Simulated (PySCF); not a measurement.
**Sound and unsound settings**

Molecule: methyl formate, C2H4O2; geometry GFN2-xTB.

Cartesian coordinates in Å; atom numbers follow the order of the lines, from 1:
```xyz
8

C    -1.034   -0.089   -0.055
O     0.216   -0.665    0.321
C     1.309    0.041    0.097
O     1.379    1.126   -0.399
H    -1.570   -0.821   -0.657
H    -0.865    0.826   -0.625
H    -1.601    0.135    0.849
H     2.177   -0.543    0.444
```

All runs: PySCF 2.14.0 with density-fitted response routines, non-relativistic, gas phase unless a solvent (IEF-PCM) is named; grid level 2, GIAOs and SCF threshold 1e-9 unless changed. The yardstick, PBE0/pcSseg-1, gives these isotropic shieldings σ (ppm, equivalent atoms averaged): C3 22.1, C1 137.9, O4 -94.0, O2 149.0, H8 23.67, H5/H6/H7 27.58.

(1) What do these inputs give? (1) PBE0/pcSseg-1; conv 1e-08; (2) BP86/6-311G**; max_cycle 5; squeeze 0.8; altered: squeeze 0.8; (3) PBE0/pcSseg-0

(2) Comment on the technical settings and failures.

Answers

(1) 
```
run        outcome  functions  wall time    C3     C1      O4     O2     H8  H5/H6/H7
  1      converged         88      3.3 s  22.1  137.9   -93.9  149.0  23.67     27.58
  2  not converged         96      1.7 s     –      –       –      –      –         –
  3      converged         44      2.2 s  21.2  144.8  -125.3  155.5  24.55     28.83
```

Times are on 1 thread of an Arm Neoverse V2, shared host.

(2) 
- Run 2: One bond was set to 0.8 of its length. The SCF stopped after 5 cycles without meeting its threshold and the cycle limit at 5, so no response property followed.

Run 2 was set up unsoundly or failed; its numbers aren't to be quoted as properties of the molecule.
